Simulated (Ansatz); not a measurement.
Coupled-cluster diagnostics for PS2, Ansatz.

Geometry of the doublet (PBE-D4/def2-TZVP):

Cartesian coordinates in Å:
```
P 0.4331 0.4861 1.0131
S -0.2903 -1.1893 -0.0210
S -0.1428 0.7032 -0.9921
```

Correlated methods freeze 15 core orbitals. Another isomer (doublet) lies 0.31 eV lower at PBE0-D4/def2-TZVP; other spin states weren't run for this one.

(1) Estimate the CCSD(T) correlation energy, the shares of MP2 and (T), T1 and the reference's ⟨S²⟩ for: charge 0, doublet, own geometry in def2-TZVPP; and the rough time on 2 threads of Arm Neoverse V1 on a shared host.

Answers

(1) 
| state | basis | correlation (eV) | MP2 share (%) | (T) share (%) | T1 | ⟨S²⟩ (pure) | wall time |
| --- | --- | --- | --- | --- | --- | --- | --- |
| charge 0, doublet, own geometry | def2-TZVPP | -14.325 | 87.8 | 5.8 | 0.021 | 0.77 (0.75) | 11 s |
Customary marks for T1 are 0.02 (closed shells), 0.045 (open shells) and about 0.05 (3d metals). T1 exceeds 0.02 in 1 of 1 rows and 0.045 in 0; the higher it lies, the less the single-reference result can be trusted.
